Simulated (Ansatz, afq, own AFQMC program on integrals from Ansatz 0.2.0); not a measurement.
AFQMC on a folder of integrals that Ansatz 0.2.0 wrote.

```yaml
crystal:
  periodic: [false, false, false]
  atoms:
    - {symbol: Fe, position_ang: [0.000000, 0.000000, 0.000000]}
basis:
  gaussian: {orbitals: def2-TZVPP}
magnetization: {spin_polarized: true, initial_magnetization: 4}
correlation: {method: ccsd_t, electrons: outside_noble_gas, hamiltonian_folder: ham}
```

```sh
$ ansatz run in.yaml --threads 1 --pin off --events-out ev --progress --plain --max-ram 24576MiB --backend cuda --devices 0, --max-vram 18GiB
```

Options of the walk:

```
--method free --trial cisd --walkers 3400 --time-step 0.03 --max-blocks 4000 --target-error 0.00034 --factor-cut 1e-05 --seed 8870 --times 0,0.3,0.6,1.2,1.8,2.4,3.6,4.8,6 --taylor-order 8
```

Times are imaginary, in 1/Eh. The walk had a cap of 121 s.

afq prints:

```
orbitals 55  electrons 6 2  factors 428 of 451
reference energy -1262.42902762 Eh
CCSD correlation -0.18787747 Eh in 16 cycles, weight of the determinant in the CISD state 0.9100
repeat  energy at the last time / Eh  error
    10  -1262.623330  0.000262
    20  -1262.623280  0.000206
    30  -1262.623298  0.000149
time / (1/Eh)  energy / Eh  error  mean overlap
  0.00  -1262.616929  0.000018  1.0990
  0.30  -1262.621273  0.000038  1.0944
  0.60  -1262.622170  0.000039  1.0921
  1.20  -1262.622786  0.000043  1.0876
  1.80  -1262.622971  0.000054  1.0857
  2.40  -1262.623081  0.000068  1.0844
  3.60  -1262.623279  0.000085  1.0760
  4.80  -1262.623219  0.000110  1.0677
  6.00  -1262.623266  0.000147  1.0610
energy -1262.623266 +/- 0.000147 Eh
```

The run passed its tests (error under three times the target), which doesn't prove that it has relaxed.

Against this walk (error 4.0 meV) on the same determinant: CCSD(T) 13.6 meV higher, CCSDT(Q) 3.9 meV lower (within the noise). The error is statistical, and a free projection of finite length keeps a remainder of its start.

Cautions: remainder of the start not in the error; no relativity below Rb; outer-core shells of the metal frozen.

The walk took 81 s on 1 × NVIDIA H100 80GB HBM3 with 2 threads of AMD EPYC 7R13 Processor (Zen 3), on a shared host (the card was shared). The log's last line is the free-projection energy.

CCSDT and higher add their correlation energy to the determinant of the CCSD(T) run, since their own runs factorise the integrals more tightly (a shift of under 2 meV). A walk keeps the symmetry of its determinant, which the program's search chose and which needn't be the lowest solution, so a lower state of the same spin and another symmetry isn't excluded.
